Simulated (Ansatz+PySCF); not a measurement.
A calculation with PySCF 2.14.0.

```python
from pyscf import gto, scf, cc

mol = gto.M(atom="""
P 0.000000 0.000000 0.000000
S 0.642230 0.856310 1.853960
""", basis='sto-3g', charge=0, spin=1)
mf = scf.UHF(mol)
mf.kernel()
mycc = cc.CCSD(mf, frozen=10).run()
et = mycc.ccsd_t()
print(mf.e_tot, mycc.e_corr, et, mycc.e_tot + et)
```

The script is written out from the run's settings.

Results

```json
{
 "Converged": "yes",
 "Reference energy": "-729.98466 hartree",
 "CCSD correlation energy": "-0.12045 hartree",
 "Triples correction": "-0.00635 hartree",
 "Total energy": "-730.11147 hartree",
 "Spin squared of the determinant": "0.761"
}
```

This is not the lowest solution: another run reaches a determinant 1.97 eV lower.
